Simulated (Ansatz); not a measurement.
# H7Si3: the cost of one run

Method: RKS BLYP-D4/def2-SVP, in Ansatz 0.2.0.

## (1) The structure to begin with

Bond lengths: Si1–Si2 2.383 Å, Si2–Si3 2.380 Å, Si1–H4 1.466 Å, Si1–H5 1.466 Å, Si1–H6 1.466 Å, Si2–H7 1.474 Å, Si3–H8 1.466 Å, Si3–H9 1.465 Å, Si3–H10 1.465 Å. Angles (14 of 15 angles, heavy atoms first): Si1–Si2–Si3 143.1°, Si1–Si2–H7 108.2°, Si3–Si2–H7 108.7°, Si2–Si1–H4 107.2°, Si2–Si1–H5 107.2°, Si2–Si1–H6 106.3°, Si2–Si3–H8 109.6°, Si2–Si3–H9 105.6°, Si2–Si3–H10 105.6°, H4–Si1–H5 112.5°, H4–Si1–H6 111.6°, H5–Si1–H6 111.6°, H8–Si3–H9 111.8°, H8–Si3–H10 111.8°.

Structure file:

```xyz
10

Si   -1.2701    1.1701   -1.4695
Si    0.1356   -0.3944   -0.3499
Si    1.1683   -0.8689    1.7413
H    -2.4644    0.4426   -1.9089
H    -0.5024    1.7169   -2.5920
H    -1.5995    2.2051   -0.4853
H     0.4948   -1.4563   -1.3071
H     1.9477   -2.1061    1.6357
H     0.0703   -0.9969    2.7034
H     2.0198    0.2878    2.0321
```

## (2) End point A

Input file input.yaml:

```yaml
crystal:
  periodic: [false, false, false]
  atoms:
    - { symbol: Si, position_ang: [-1.27012, 1.17013, -1.4695] }
    - { symbol: Si, position_ang: [0.1356, -0.39437, -0.3499] }
    - { symbol: Si, position_ang: [1.1683, -0.86892, 1.74131] }
    - { symbol: H, position_ang: [-2.46438, 0.44256, -1.90888] }
    - { symbol: H, position_ang: [-0.50238, 1.71693, -2.59198] }
    - { symbol: H, position_ang: [-1.59949, 2.20507, -0.48528] }
    - { symbol: H, position_ang: [0.49477, -1.45625, -1.30706] }
    - { symbol: H, position_ang: [1.94765, -2.10611, 1.63574] }
    - { symbol: H, position_ang: [0.07029, -0.99691, 2.70343] }
    - { symbol: H, position_ang: [2.01976, 0.28785, 2.0321] }
total_charge: 1
basis:
  gaussian: { orbitals: def2-SVP }
hamiltonian:
  xc: blyp
  dispersion: d4
relax:
  f_tol: 0.015
  max_steps: 40
output:
  orbitals: {}
```

Command:

```
$ ansatz run input.yaml --threads 1 --pin off --max-ram 2048MiB --backend cpu --events-out ev --progress --plain --runs-dir out
```

Q: Estimate wall time and peak memory on 1 thread of Arm Neoverse V2, shared host.

About 17 s, with a peak of 0.12 GiB.
